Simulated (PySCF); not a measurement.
methylamine cation (CH5N), SMILES CN (connectivity only; charge and spin as stated), charge +1, multiplicity 2.

The structure is a stationary point at r2SCAN-D4/def2-TZVP. The multiplicity is an assumed one; other spin states were not compared.

Level of theory: TDA-LC-ωPBE/def2-TZVPD (PySCF).

Vertical excitations. 

Computed excitation energies, oscillator strengths and character:
```csv
state,energy (eV),λ (nm),f,main pairs
root 1,4.87,254,0.002,β HOMO→LUMO 97 %
root 2,6.06,205,0.114,β HOMO−1→LUMO 96 %
root 3,6.64,187,0.002,β HOMO−2→LUMO 96 %
root 4,8.63,144,0.001,β HOMO−3→LUMO 96 %
root 5,9.63,129,0.000,α HOMO→LUMO 89 %
root 6,11.19,111,0.037,α HOMO→LUMO+1 73 %
root 7,11.19,111,0.005,α HOMO→LUMO+2 78 %
root 8,11.54,107,0.001,"α HOMO−1→LUMO 35 %, α HOMO→LUMO+2 9 %, β HOMO→LUMO+1 36 %"
root 9,11.83,105,0.019,"α HOMO→LUMO+3 58 %, α HOMO→LUMO+1 9 %"
root 10,12.05,103,0.014,"α HOMO−1→LUMO 44 %, β HOMO→LUMO+1 44 %"
```
Unrestricted roots are not spin-pure.
